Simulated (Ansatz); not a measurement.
A nudged elastic band was laid between two geometries of C2H5FO (9 atoms, charge 0, multiplicity 1).

The calculation used RKS B3LYP-D4/def2-SVP in Ansatz.

```yaml
movable_images: 7
climbing_image: yes
spring: 5.0 eV/Å²
optimiser: quadratic models (default)
start_path: through a guess of the saddle point
force_threshold: 0.03 eV/Å
iteration_limit: 60
end_points: relaxed
```

First end point:

```xyz
9
Properties=species:S:1:pos:R:3
C 0.291 1.153 0.005
O 0.098 0.007 0.794
C -0.300 -1.101 0.069
F -0.456 -2.131 0.937
H 1.079 1.004 -0.761
H 0.603 1.967 0.673
H -0.638 1.461 -0.516
H -1.270 -0.918 -0.446
H 0.466 -1.384 -0.687
```

Last end point:

```xyz
9
Properties=species:S:1:pos:R:3
C 0.116 1.185 -0.044
O -0.500 0.115 0.625
C -0.176 -1.124 0.103
F -0.836 -2.062 0.826
H -0.177 1.233 -1.112
H 1.223 1.123 0.004
H -0.204 2.113 0.449
H -0.489 -1.208 -0.961
H 0.917 -1.319 0.178
```

Problem. What changes between the two ends?

Solution. No bond is made or broken. The dihedral H5–C1–O2–C3 goes from -61 to 61°. The two ends are copies of one structure, up to a mirror image or an exchange of like atoms.

Problem. What energy profile does the band end with?

Solution. The run converged. The highest image is number 4 of 0 to 8, 10.5 kJ/mol above the ends, which have the same energy within 2 meV. A vibrational analysis at the climbing image gives one clearly imaginary mode, 237i cm⁻¹: a first-order saddle point.

```tsv
image	path coordinate (Å)	energy (kJ/mol)	dihedral H5–C1–O2–C3 (°)
0	0.00	0.0	-61
1	0.39	0.7	-54
2	0.77	3.7	-39
3	1.16	8.2	-20
4	1.55	10.5	0
5	1.94	8.2	21
6	2.33	3.6	39
7	2.72	0.6	54
8	3.11	0.0	61
```

Problem. What is the geometry of the highest image?

Solution. 
```xyz
9
Properties=species:S:1:pos:R:3
C 0.181 1.191 -0.002
O -0.230 0.073 0.755
C -0.218 -1.132 0.073
F -0.639 -2.092 0.934
H 0.454 0.925 -1.039
H 1.061 1.663 0.468
H -0.631 1.937 -0.047
H -0.908 -1.114 -0.799
H 0.805 -1.395 -0.275
```

Problem. What are the harmonic wavenumbers there?

Solution. 237i, 47, 313, 522, 1023, 1136, 1160, 1162, 1174, 1256, 1271, 1454, 1458, 1485, 1498, 1534, 2935, 2981, 3001, 3080, 3086 cm⁻¹.

Time of the run: 2.4 min on 1 thread of Intel(R) Xeon(R) Processor @ 2.70GHz, with other jobs on the host, peak memory 0.16 GiB.
